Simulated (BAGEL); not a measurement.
# C4H4F (SMILES C=C1C[C]1F) at UHF/STO-3G (density fitting with qzvpp-jkfit)

What is the vertical ionisation energy of C4H4F at UHF/STO-3G (density fitting with qzvpp-jkfit)? 

The calculation is run with BAGEL 1.2.2.

20 further runs of the same task are left out: 20 set aside as unsound or not needed.

## Step 1: The structure to begin with

C4H4F: 9 atoms, total charge 0, spin state doublet. As SMILES, `C=C1C[C]1F`. The coordinates come from a GFN2-xTB relaxation.

Bond lengths: C1–C2 1.340 Å, C2–C3 1.521 Å, C2–C4 1.356 Å, C3–C4 1.469 Å, C4–F5 1.325 Å, C1–H6 1.076 Å, C1–H7 1.075 Å, C3–H8 1.086 Å, C3–H9 1.087 Å. Some angles: C1–C2–C3 146.1°, C1–C2–C4 152.7°, C3–C2–C4 61.1°, C2–C3–C4 53.9°, C2–C4–C3 65.0°, C2–C4–F5 147.5°, C3–C4–F5 141.7°, C2–C1–H6 121.0°, C2–C1–H7 121.0°, C2–C3–H8 119.5°.

## Step 2: The energy at UHF/STO-3G (density fitting with qzvpp-jkfit)

input.json

```json
{ "bagel": [

{
  "title": "molecule",
  "basis": "sto-3g",
  "df_basis": "qzvpp-jkfit",
  "angstrom": true,
  "geometry": [
    { "atom": "C", "xyz": [      -1.476440,       0.509640,      -0.386210 ] },
    { "atom": "C", "xyz": [      -0.214720,       0.109230,      -0.178030 ] },
    { "atom": "C", "xyz": [       0.758040,      -0.547440,       0.790200 ] },
    { "atom": "C", "xyz": [       1.062650,      -0.105950,      -0.577610 ] },
    { "atom": "F", "xyz": [       2.072390,       0.275080,      -1.346890 ] },
    { "atom": "H", "xyz": [      -1.775050,       0.934810,      -1.328120 ] },
    { "atom": "H", "xyz": [      -2.220320,       0.417720,       0.384090 ] },
    { "atom": "H", "xyz": [       0.670650,      -1.609710,       0.997590 ] },
    { "atom": "H", "xyz": [       1.122800,       0.016600,       1.644980 ] }
  ]
},

{
  "title": "uhf",
  "nopen": 1
},

{
  "title": "print",
  "file": "orbitals.molden",
  "orbitals": true
}

]}
```

Launch:

```sh
BAGEL_NUM_THREADS=1 BAGEL input.json > input.out
```

The program printed:

```text
* using 1 threads per process

  ===============================================================
  ===============================================================

  *** Geometry ***

  { "atom" : "C", "xyz" : [     -2.790067,      0.963080,     -0.729831 ] },
  { "atom" : "C", "xyz" : [     -0.405762,      0.206415,     -0.336428 ] },
  { "atom" : "C", "xyz" : [      1.432488,     -1.034512,      1.493262 ] },
  { "atom" : "C", "xyz" : [      2.008117,     -0.200216,     -1.091525 ] },
  { "atom" : "F", "xyz" : [      3.916250,      0.519826,     -2.545253 ] },
  { "atom" : "H", "xyz" : [     -3.354358,      1.766535,     -2.509783 ] },
  { "atom" : "H", "xyz" : [     -4.195797,      0.789376,      0.725825 ] },
  { "atom" : "H", "xyz" : [      1.267345,     -3.041911,      1.885172 ] },
  { "atom" : "H", "xyz" : [      2.121784,      0.031369,      3.108562 ] },

  Number of auxiliary basis functions:      449

  Since a DF basis is specified, we compute 2- and 3-index integrals:
    o Being stored without compression. Storage requirement is 0.003 GB

  Number of basis functions:       29
  Number of electrons      :       37

    * METHOD: MOLECULE                             0.15

  *** Open-shell HF ***

  === Nuclear Repulsion ===
   151.7111462151

      * DIIS with orbital gradients will be used.

  === UHF iteration (sto-3g) ===
      0       -249.73356308          0.02778577           0.03
      1       -249.80842308          0.01052477           0.03
      2       -249.82506817          0.00406125           0.03
      3       -249.83059884          0.00144429           0.03
      4       -249.83554212          0.00064061           0.03
      5       -249.83749167          0.00035120           0.03
      6       -249.83823432          0.00013065           0.03
      7       -249.83829056          0.00005688           0.03
      8       -249.83830566          0.00001292           0.03
      9       -249.83830696          0.00000550           0.03
     10       -249.83830736          0.00000262           0.03
     11       -249.83830752          0.00000134           0.03
     12       -249.83830759          0.00000060           0.03
     13       -249.83830760          0.00000030           0.03
     14       -249.83830760          0.00000012           0.03
     15       -249.83830760          0.00000006           0.03
     16       -249.83830760          0.00000002           0.03
     17       -249.83830760          0.00000001           0.03
    * SCF iteration converged.

    * S^2 (UHF) is 1.0245

    * Permanent dipole moment:
           (    0.255584,     0.004818,    -0.136911) a.u.

    * METHOD: UHF                                  0.65

    * METHOD: PRINT                                0.00

  ===============================================================
```

Wall time 0.93 s (1 thread of Arm Neoverse V1, shared host).

## Step 3: The singlet cation at the same level

Edit input.json of step 2 so:

```diff
@@ -21,4 +21,4 @@
 {
-  "title": "uhf",
-  "nopen": 1
+  "title": "hf",
+  "charge": 1
 },
```

Launch:

```sh
BAGEL_NUM_THREADS=1 BAGEL input.json > input.out
```

The program printed:

```text
* using 1 threads per process

  ===============================================================
  ===============================================================

  *** Geometry ***

  { "atom" : "C", "xyz" : [     -2.790067,      0.963080,     -0.729831 ] },
  { "atom" : "C", "xyz" : [     -0.405762,      0.206415,     -0.336428 ] },
  { "atom" : "C", "xyz" : [      1.432488,     -1.034512,      1.493262 ] },
  { "atom" : "C", "xyz" : [      2.008117,     -0.200216,     -1.091525 ] },
  { "atom" : "F", "xyz" : [      3.916250,      0.519826,     -2.545253 ] },
  { "atom" : "H", "xyz" : [     -3.354358,      1.766535,     -2.509783 ] },
  { "atom" : "H", "xyz" : [     -4.195797,      0.789376,      0.725825 ] },
  { "atom" : "H", "xyz" : [      1.267345,     -3.041911,      1.885172 ] },
  { "atom" : "H", "xyz" : [      2.121784,      0.031369,      3.108562 ] },

  Number of auxiliary basis functions:      449

  Since a DF basis is specified, we compute 2- and 3-index integrals:
    o Being stored without compression. Storage requirement is 0.003 GB

  Number of basis functions:       29
  Number of electrons      :       37

    * METHOD: MOLECULE                             0.15

  *** RHF ***

  === Nuclear Repulsion ===
   151.7111462151

      * DIIS with orbital gradients will be used.

  === RHF iteration (sto-3g) ===
      0       -249.48873232          0.02049039           0.02
      1       -249.58867067          0.00960554           0.02
      2       -249.60707380          0.00185385           0.02
      3       -249.60863402          0.00059881           0.02
      4       -249.60879328          0.00024613           0.02
      5       -249.60882720          0.00006700           0.02
      6       -249.60882995          0.00001715           0.02
      7       -249.60883014          0.00000664           0.02
      8       -249.60883017          0.00000255           0.02
      9       -249.60883017          0.00000101           0.02
     10       -249.60883017          0.00000039           0.02
     11       -249.60883017          0.00000017           0.02
     12       -249.60883017          0.00000007           0.02
     13       -249.60883017          0.00000002           0.02
     14       -249.60883017          0.00000001           0.02
     15       -249.60883017          0.00000001           0.02
    * SCF iteration converged.

    * Permanent dipole moment:
           (    0.930154,     0.006407,    -0.177509) a.u.

    * METHOD: HF                                   0.32

    * METHOD: PRINT                                0.00

  ===============================================================
```

Wall time 0.6 s (1 thread of Arm Neoverse V1, shared host).

## Step 4: Summary of results

Level: UHF/STO-3G (density fitting with qzvpp-jkfit).

| quantity | value |
| --- | --- |
| doublet C4H4F: total energy | -249.83831 Eh |
| doublet C4H4F: dipole moment | 0.74 D |
| doublet C4H4F: ⟨S²⟩ | 1.024 |
| singlet cation: total energy | -249.60883 Eh |
| singlet cation: HOMO energy | -16.39 eV |
| singlet cation: LUMO energy | -4.50 eV |
| singlet cation: HOMO–LUMO gap | 11.89 eV |
| vertical ionisation energy (to the singlet cation) | 6.244 eV |

In words: The vertical ionisation energy comes to 6.24 eV (602 kJ/mol). Only the singlet of the ionised species was computed; a triplet could lie lower. In a minimal basis such a difference can be off by several eV, whatever the method. ⟨S²⟩ (doublet C4H4F) is 1.02 where a pure doublet has 0.75: the reference is spin-contaminated.
